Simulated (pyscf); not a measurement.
Structures and frequencies: ωB97X-D3(BJ)/def2-SVP in PySCF.

### Question
Estimate by transition-state theory (the high-pressure limit) the rate constant of F–CH•–CH(F)–F → F–CH₂–C•(F)–F (doublet surface; C–H broken, C–H formed) at 1200 K, with ωB97M-D3(BJ)/def2-TZVP energies (ideal gas, 1 atm, RRHO with modes under 100 cm⁻¹ raised to 100, one conformer, R ln 2 for rigid chiral ones; no tunnelling).

### Answer
The electronic barrier is 54.9 kcal/mol and the thermal terms add -2.6, so ΔG‡ = 52.3 kcal/mol. With k_BT/h = 2.50e+13 s⁻¹ and RT = 2.385 kcal/mol, k = 7.5e+03 s⁻¹; so small a molecule is far into fall-off at 1 atm, where the true rate is lower. Wigner's tunnelling factor for 2212i cm⁻¹ would be 1.29. A shift of 1 kcal/mol in the barrier changes k by a factor 1.5. F–CH•–CH(F)–F lies 14.0 kcal/mol over its isomer •H₂C–C(F)(F)–F, and others may lie lower still (electronic energy, ωB97M-D3(BJ)). F–CH₂–C•(F)–F lies 14.8 kcal/mol over its isomer •H₂C–C(F)(F)–F, and others may lie lower still (electronic energy, ωB97M-D3(BJ)). One saddle was located; it need not be the lowest between these sides.
